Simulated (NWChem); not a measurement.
# One shape, several levels: AlCl (aluminium monochloride)

Aim: a comparison of 6 runs (M06-L/aug-cc-pVTZ, BLYP/aug-cc-pVTZ, PBE/aug-cc-pVTZ, SVWN5/aug-cc-pVTZ, TPSS/aug-cc-pVTZ, r2SCAN/aug-cc-pVTZ) of AlCl (aluminium monochloride). 

The calculation is run with NWChem 7.3.0.

2 further runs of the same task are left out: 2 set aside as unsound or not needed.

## 1. The structure to begin with

The species is AlCl (2 atoms), meant as a singlet with charge 0. SMILES: `[Al][Cl]`. Geometry: the measured bond length.

Bond lengths: Al1–Cl2 2.130 Å.

## 2. Energy and forces at M06-L/aug-cc-pVTZ (run 1)

Contents of alcl.xyz:

```xyz
2
AlCl M06-L
Al     0.000000     0.000000     0.000000
Cl     0.000000     0.000000     2.130113
```

Contents of run.py:

```python
from ase.io import read
from ase.calculators.nwchem import NWChem

atoms = read('alcl.xyz')

calc = NWChem(
    label='alcl',
    theory='dft',
    memory='2200 mb',
    basis='aug-cc-pVTZ',
    basispar='spherical bse',
    dft={'xc': 'm06-l', 'mult': '1', 'grid': 'fine', 'convergence': 'energy 1e-08', 'iterations': '100', 'mulliken': None, 'print': 'low'},
)
atoms.calc = calc

forces = atoms.get_forces()
print("Total energy (eV):", round(atoms.get_potential_energy(), 6))
print("forces (eV/A):")
for s, f in zip(atoms.symbols, forces):
    print(f"{s:2s} {f[0]:10.5f} {f[1]:10.5f} {f[2]:10.5f}")
```

The run is started by

```bash
$ export ASE_NWCHEM_COMMAND="nwchem PREFIX.nwi > PREFIX.nwo"
$ python run.py
```

Standard output:

```text
Total energy (eV): -19121.316416
forces (eV/A):
Al    0.00000    0.00000   -0.24683
Cl   -0.00000   -0.00000    0.24683
```

The calculator wrote alcl.nwi:

```
title "alcl"

permanent_dir alcl

scratch_dir alcl

start alcl

geometry units angstrom nocenter noautosym noautoz
  Al 0.0000000000000000e+00 0.0000000000000000e+00 0.0000000000000000e+00
  Cl 0.0000000000000000e+00 0.0000000000000000e+00 2.1301130000000001e+00
end

memory 2200 mb

basis spherical bse noprint
   * library aug-cc-pVTZ
end

dft
  xc m06-l
  mult 1
  grid fine
  convergence energy 1e-08
  iterations 100
  mulliken
  print low
end

task dft gradient
```

alcl.nwo (excerpt; [...] marks lines left out):

```text
[...]
         Total DFT energy =     -702.695423133269
      One electron energy =    -1082.431568265058
           Coulomb energy =      371.729779397728
    Exchange-Corr. energy =      -46.895966690996
 Nuclear repulsion energy =       54.902332425056
[... 5 lines left out ...]
     ---------------------------------------------
      Total Density - Mulliken Population Analysis
     ---------------------------------------------
    Atom       Charge   Shell Charges
 -----------   ------   -------------------------------------------------------
    1 Al  13    12.79   2.00  1.95  0.24  1.01  0.98 -0.02  5.25  0.79  0.47  0.04  0.00  0.07  0.00  0.00  0.02 -0.02
    2 Cl  17    17.21   2.00  1.88  0.18  1.21  0.68 -0.17  5.82  1.10  2.92  1.60 -0.03  0.00  0.01  0.01  0.00  0.00
[...]
                         DFT ENERGY GRADIENTS
    atom               coordinates                        gradient
                 x          y          z           x          y          z
   1 Al      0.000000   0.000000   0.000000   -0.000000  -0.000000   0.004800
   2 Cl      0.000000   0.000000   4.025330    0.000000   0.000000  -0.004800
 Task  times  cpu:      104.6s     wall:      104.6s
 Total times  cpu:      104.6s     wall:      104.6s
```

It took 1.8 min on 1 thread of Intel Xeon Platinum 8375C at 2.90GHz (Ice Lake), shared host; peak memory 0.12 GiB.

## 3. Energy and gradient at BLYP/aug-cc-pVTZ (run 2)

Contents of alcl.nw:

```
start alcl
title "AlCl"
memory total 2200 mb

geometry units angstrom noautosym nocenter noautoz
Al     0.000000     0.000000     0.000000
Cl     0.000000     0.000000     2.130113
end

basis spherical bse
Al library aug-cc-pVTZ
Cl library aug-cc-pVTZ
end

dft
xc becke88 lyp
grid fine
convergence energy 1e-08
iterations 100
mulliken
print medium
end

task dft gradient
```

The run is started by

```bash
$ nwchem alcl.nw > alcl.out
```

Standard output:

```text
[...]
          Wavefunction type:  closed shell.
          No. of atoms     :     2
          No. of electrons :    30
[...]
          Charge           :     0
          Spin multiplicity:     1
[...]
          AO basis - number of functions:   100
[...]
              XC Information
              --------------
                    Becke 1988 Exchange Functional  1.000
              Lee-Yang-Parr Correlation Functional  1.000
[...]
 d= 0,ls=0.0,diis     1   -702.6802147023 -7.58D+02  9.46D-03  5.34D-01     5.9
[...]
 d= 0,ls=0.0,diis    10   -702.7182348896 -1.10D-09  1.24D-07  5.46D-10    39.3
         Total DFT energy =     -702.718234889591
      One electron energy =    -1082.067537015010
           Coulomb energy =      371.297387910293
    Exchange-Corr. energy =      -46.850418209929
 Nuclear repulsion energy =       54.902332425056
[...]
      Total Density - Mulliken Population Analysis
     ---------------------------------------------
    Atom       Charge   Shell Charges
 -----------   ------   -------------------------------------------------------
    1 Al  13    12.75   2.00  1.87  0.31  1.04  0.71  0.02  5.26  0.78  0.50  0.14 -0.00  0.07  0.03 -0.00  0.03 -0.02
    2 Cl  17    17.25   2.00  1.81  0.27  1.20  0.65 -0.02  5.79  1.19  2.78  1.51  0.05  0.00  0.01  0.01  0.00  0.00
[...]
  wavefunction    = closed shell
                         DFT ENERGY GRADIENTS
    atom               coordinates                        gradient
                 x          y          z           x          y          z
   1 Al      0.000000   0.000000   0.000000    0.000000  -0.000000   0.014095
   2 Cl      0.000000   0.000000   4.025330   -0.000000   0.000000  -0.014095
[...]
```

It took 80 s on 1 thread of Intel Xeon Platinum 8375C at 2.90GHz (Ice Lake), shared host; peak memory 0.12 GiB.

Run 3 isn't shown in full; the table further down has it.

## 4. Energy and gradient at SVWN5/aug-cc-pVTZ (run 4)

Contents of struct.nw:

```
start struct
title "AlCl"
memory 2200 mb

geometry units angstrom noautosym nocenter noautoz
  Al    0.000000    0.000000    0.000000
  Cl    0.000000    0.000000    2.130113
end

basis spherical bse
  Al library aug-cc-pVTZ
  Cl library aug-cc-pVTZ
end

dft
  xc slater vwn_5
  grid fine
  convergence energy 1e-08
  maxiter 100
  mulliken
end

task dft gradient
```

The run is started by

```bash
$ nwchem struct.nw > struct.out
```

Standard output:

```text
[...]
          Wavefunction type:  closed shell.
          No. of atoms     :     2
          No. of electrons :    30
[...]
          Charge           :     0
          Spin multiplicity:     1
[...]
          AO basis - number of functions:   100
[...]
              XC Information
              --------------
                        Slater Exchange Functional  1.000 local
                      VWN V Correlation Functional  1.000 local
[...]
 d= 0,ls=0.0,diis     1   -700.1384115842 -7.55D+02  9.96D-03  9.33D-01     5.9
[...]
 d= 0,ls=0.0,diis    10   -700.1836741835 -2.16D-09  9.11D-08  2.52D-10    38.0
         Total DFT energy =     -700.183674183531
      One electron energy =    -1081.810182056728
           Coulomb energy =      370.998385315959
    Exchange-Corr. energy =      -44.274209867818
 Nuclear repulsion energy =       54.902332425056
[...]
      Total Density - Mulliken Population Analysis
     ---------------------------------------------
    Atom       Charge   Shell Charges
 -----------   ------   -------------------------------------------------------
    1 Al  13    12.80   2.00  1.85  0.31  1.07  0.76  0.01  5.25  0.80  0.51  0.13 -0.00  0.08  0.03 -0.00  0.03 -0.02
    2 Cl  17    17.20   2.00  1.79  0.28  1.19  0.66 -0.04  5.78  1.20  2.75  1.53  0.03  0.00  0.01  0.01  0.00  0.00
[...]
  wavefunction    = closed shell
                         DFT ENERGY GRADIENTS
    atom               coordinates                        gradient
                 x          y          z           x          y          z
   1 Al      0.000000   0.000000   0.000000    0.000000   0.000000   0.004198
   2 Cl      0.000000   0.000000   4.025330   -0.000000  -0.000000  -0.004198
[...]
```

Run time: 80 s. Hardware: 1 thread of Intel Xeon Platinum 8375C at 2.90GHz (Ice Lake), shared host; peak memory 0.12 GiB.

Run 5 isn't shown in full; the table further down has it.

## 5. Energy and gradient at r2SCAN/aug-cc-pVTZ (run 6)

Contents of run.py:

```python
from ase import Atoms
from ase.calculators.nwchem import NWChem

system = Atoms('AlCl', positions=[
    [0.000000, 0.000000, 0.000000],
    [0.000000, 0.000000, 2.130113],
])

calc = NWChem(
    label='a',
    theory='dft',
    memory='2200 mb',
    basis='aug-cc-pVTZ',
    basispar='spherical bse',
    dft={'xc': 'r2scan', 'mult': '1', 'grid': 'fine', 'convergence': 'energy 1e-08', 'iterations': '100', 'mulliken': None},
)
system.calc = calc

forces = system.get_forces()
print(f"energy = {system.get_potential_energy():.6f} eV")
print("forces (eV/A):")
for s, f in zip(system.symbols, forces):
    print(f"{s:2s} {f[0]:10.5f} {f[1]:10.5f} {f[2]:10.5f}")
print("dipole (e A):", system.get_dipole_moment().round(4))
```

The run is started by

```bash
$ export ASE_NWCHEM_COMMAND="nwchem PREFIX.nwi > PREFIX.nwo"
$ python run.py
```

Standard output:

```text
energy = -19120.060344 eV
forces (eV/A):
Al    0.00000    0.00000   -0.30668
Cl   -0.00000   -0.00000    0.30668
dipole (e A): [ 0.     -0.     -0.2743]
```

The calculator wrote a.nwi:

```
title "a"

permanent_dir a

scratch_dir a

start a

geometry units angstrom nocenter noautosym noautoz
  Al 0.0000000000000000e+00 0.0000000000000000e+00 0.0000000000000000e+00
  Cl 0.0000000000000000e+00 0.0000000000000000e+00 2.1301130000000001e+00
end

memory 2200 mb

basis spherical bse noprint
   * library aug-cc-pVTZ
end

dft
  xc r2scan
  mult 1
  grid fine
  convergence energy 1e-08
  iterations 100
  mulliken
end

task dft gradient
```

a.nwo (excerpt; [...] marks lines left out):

```text
[...]
         Total DFT energy =     -702.649263337775
[...]
  wavefunction    = closed shell
                         DFT ENERGY GRADIENTS
    atom               coordinates                        gradient
                 x          y          z           x          y          z
   1 Al      0.000000   0.000000   0.000000   -0.000000  -0.000000   0.005964
   2 Cl      0.000000   0.000000   4.025330    0.000000   0.000000  -0.005964
[...]
```

Wall time 78 s (1 thread of Intel Xeon Platinum 8375C at 2.90GHz (Ice Lake), shared host); peak memory 0.12 GiB.

## 6. Overview of the runs

```tsv
run	level	energy (Eh)	largest force (eV/Å)	wall time
1	M06-L/aug-cc-pVTZ	-702.695423	0.247	1.8 min
2	BLYP/aug-cc-pVTZ	-702.718235	0.725	80 s
3	PBE/aug-cc-pVTZ	-702.387072	0.538	79 s
4	SVWN5/aug-cc-pVTZ	-700.183674	0.216	80 s
5	TPSS/aug-cc-pVTZ	-702.748452	0.473	83 s
6	r2SCAN/aug-cc-pVTZ	-702.649263	0.307	78 s
```

## 7. Outcome

| quantity | value |
| --- | --- |
| run 6: total energy | -702.64926 Eh |
| run 6: dipole moment | 1.32 D |
| run 6: HOMO energy | -6.21 eV |
| run 6: LUMO energy | -2.24 eV |
| run 6: HOMO–LUMO gap | 3.98 eV |
| run 6: largest force on an atom | 0.307 eV/Å |

Over runs 2, 3, 4, 5, 6 the dipole moment (its size) runs from 1.32 D (r2SCAN/aug-cc-pVTZ) to 1.53 D (BLYP/aug-cc-pVTZ). Over runs 2, 3, 4, 5, 6 the HOMO–LUMO gap runs from 3.65 eV (SVWN5/aug-cc-pVTZ) to 3.98 eV (r2SCAN/aug-cc-pVTZ). Totals of different functionals can't be ranked against each other. All runs together took 8.4 min, the longest 1.8 min.
